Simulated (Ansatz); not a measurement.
Basis-set extrapolation for C5H10S, SMILES `SC1CCCC1` (PBE0-D4/def2-TZVP geometry, frozen core, Ansatz 0.2.0). Multiplicity 1, RHF reference.

|  | def2-TZVPP | def2-QZVPP |
| --- | --- | --- |
| HF | -592.775472 | -592.795653 |
| MP2 correlation | -1.038298 | -1.106992 |
| CCSD(T) correlation | -1.147869 | not run |

Energies in hartree. Use E(X) = E(∞) + A·exp(−7.88·√X) for Hartree–Fock and E(X) = E(∞) + B·X^(−2.97) for correlation, with X = 3 and 4, and add CCSD(T) minus MP2 of the smaller set to the MP2 limit.

Problem. What is the CCSD(T) energy at the basis-set limit?

Solution. HF limit: -592.795653 + (-0.020181) × 0.13774 = -592.79843. MP2 limit: -1.106992 + (-0.068694) × 0.74074 = -1.15788. Higher-order term: -1.147869 − (-1.038298) = -0.10957. Total: -594.06588 hartree, 374.2 kJ/mol below CCSD(T)/def2-TZVPP.
